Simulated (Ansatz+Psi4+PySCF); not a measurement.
The numbers below are computed, except where a source is named.
Input for Psi4 1.11:

```
molecule {
0 2
N 0.000590 -0.016860 -0.024800
O 1.246510 -0.018480 0.022720
O -0.648060 1.077260 0.010060
O -0.622570 -1.077220 -0.029700
}

set basis cc-pVTZ
set reference rohf
set scf_type pk
energy('scf')
```

The input is written out from the run's settings.

Results

| Quantity | Value |
| --- | --- |
| Converged | yes |
| Total energy | -278.84765 hartree |
| Spin squared of the determinant | 0.750 |

This is not the lowest solution: another run reaches a determinant 1.46 eV lower. Caution: an unrestricted determinant lies well below.
